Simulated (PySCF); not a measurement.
Compound: C2H5NO (charge -1 and doublet state).
Z-matrix (Å and degrees, GFN2-xTB geometry), rows numbered from 1:
```
C 
C   1  1.5209
N   2  1.4857  1  109.45
O   2  1.3058  1  120.81  3  -143.58
H   1  1.0906  2  109.64  3  -175.86
H   1  1.0952  2  110.39  3   -55.84
H   1  1.1126  2  113.45  3    64.00
H   3  1.0195  2  105.68  1  -172.27
H   3  1.0348  2  110.36  1   -58.84
```

The hyperfine couplings belong to this conformer and change with its torsions.

Identity: `C[C](N)[O-]` [radical] (charge -1).

Computed, not measured: UKS B3LYP, pcH-1 on C H N O, non-relativistic, mean-field spin-orbit, GIAO in PySCF. Whether the extra electron is bound in the gas phase wasn't checked; a finite basis holds it in any case. Couplings are sensitive to structure, and on GFN2-xTB geometries they can be far from those on DFT ones, by a factor of two or more for some ions and for spin on atoms past the first row. Stability of the SCF solution: not tested.

(1) The isotropic 13C couplings are +194.9, +79.4 MHz. Assign them to C1; C2.

(2) Match the computed a_iso(1H) values +40.9, +26.6 MHz (means over equivalent nuclei) with the sites H5/H6/H7; H8/H9.

Results:

(1) 
```tsv
site	a_iso (MHz)	ρ(0) (bohr⁻³)	position	distance from C2 (Å)	spin population	largest |T| (MHz)
C1	+79.4	+0.0706	1 bond from C2	1.52	-0.04	5.3
C2	+194.9	+0.1733	largest spin population	0.00	+0.53	94.8
```

(2) 
```json
{"site": "H5/H6/H7", "a_iso (MHz)": "+26.6", "ρ(0) (bohr⁻³)": "+0.0060", "position": "2 bonds from C2", "distance from C2 (Å)": "2.17", "bound to": "C1", "spin population there": "-0.04", "largest |T| (MHz)": "8.1"}
{"site": "H8/H9", "a_iso (MHz)": "+40.9", "ρ(0) (bohr⁻³)": "+0.0091", "position": "2 bonds from C2", "distance from C2 (Å)": "2.05", "bound to": "N3", "spin population there": "-0.02", "largest |T| (MHz)": "7.2"}
```

ρ(0) is the spin density at the nucleus and T the dipolar tensor; entries for several nuclei are means. Largest spin populations (Mulliken): C2 (+0.53), O4 (+0.26), H7 (+0.15) and H9 (+0.13). The angles at C2 add up to 349.0°, so it is slightly pyramidal.

Means are taken over nuclei equivalent by connectivity, which assumes that they swap fast. The three 1H nuclei of mean +26.6 MHz run from 5.1 to 63.0 MHz in the frozen geometry. The 1H value of +40.9 MHz is a mean of couplings from -0.9 to 82.7 MHz in this one geometry, not an average over conformers.

C2, the radical centre as drawn in `C[C](N)[O-]`, holds a spin population of +0.53 out of 1.
